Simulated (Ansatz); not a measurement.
# C4H4, singlet: CASSCF and its corrections

Computed with Ansatz's Gaussian-basis code (development build). Basis cc-pVDZ, nonrelativistic, no frozen core. State-specific CASSCF; RHF is the lowest restricted (open-shell) Hartree–Fock solution met. No symmetry is imposed, so a solution can break that of the shape. Lower solutions, or ones in other orbitals, may exist.

Geometry:

```xyz
8

C     0.0000    0.6750    0.7820
C     0.0000   -0.6750    0.7820
C     0.0000   -0.6750   -0.7820
C     0.0000    0.6750   -0.7820
H     0.0000    1.4370    1.5440
H     0.0000   -1.4370    1.5440
H     0.0000   -1.4370   -1.5440
H     0.0000    1.4370   -1.5440
```

(1) What do CASSCF and its corrections give against RHF in CAS(4,4), and what are the occupations?

Results:

(1) CASSCF -1.850 eV, SC-NEVPT2 -14.731 eV; occupations 1.92, 1.82, 0.18, 0.08.
